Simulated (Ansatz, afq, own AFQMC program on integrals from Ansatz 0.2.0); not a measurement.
CH$_{3}$N, quintet in cc-pVDZ, levels against AFQMC with the constraint released

```xyz
5

N    -0.7673    0.0072    0.0072
C     0.6359   -0.0060   -0.0060
H     1.0187   -1.0379   -0.0046
H     1.0416    0.5087    0.8782
H     1.0248    0.5001   -0.9026
```

Connectivity, by distances: N–CH3.

Basis cc-pVDZ. Only valence electrons are correlated. Ansatz 0.2.0 and our own AFQMC program on the same integrals; the CISD trial comes from CCSD amplitudes, and released means the phaseless constraint is let go. ± is one standard error of the sampling.

Determinant: ROHF, the one that the program's search chose, which needn't be the lowest solution. The geometry is a PBE0/def2-TZVP stationary point of this or a neighbouring charge and spin state.

No full CI on the walks' own integrals is used here. The released AFQMC energy serves as the reference, which it does only where one determinant dominates, the energy is flat over the last release times and near the phaseless one (40 meV or 2 meV an electron, half that with transition metals). On small molecules, where full CI could be run and the noise was under 10 meV, such values lay within 10 meV of it in 19 cases of 20, a flattering rate, since the rule was set on those same cases; what remains of the bias isn't in the error bar.

Cautions: another spin lies lower; the released value is read at 1.50 1/Eh with a noise of 27 meV, more than in the cases checked (meV from the phaseless value at times in 1/Eh: 16 ± 14 at 0.24, -24 ± 15 at 0.50, -18 ± 19 at 1.00, -39 ± 27 at 1.50).

The T1 diagnostic is 0.0374 and the weight of the determinant in the CISD state is 0.869. The size of the correlated space is 12 electrons in 41 orbitals.

Reference: AFQMC with the constraint released, correlation energy -7.721 ± 0.027 eV.

| level | E − E(reference) (mEh) | share of correlation (%) |
| --- | --- | --- |
| HF | 283.76 ± 1.00 | 0.00 |
| MP2 | 47.45 ± 1.00 | 83.28 |
| CCSD | 10.24 ± 1.00 | 96.39 |
| CCSD(T) | 1.43 ± 1.00 | 99.49 |
| ph-AFQMC/CISD | 1.44 ± 1.17 | 99.49 |

A walk keeps the symmetry of its determinant, which the program's search chose and which needn't be the lowest solution, so a lower state of the same spin and another symmetry isn't excluded. Released energies are given only where the last usable release times agree within the noise; a slower fall can still hide under it.
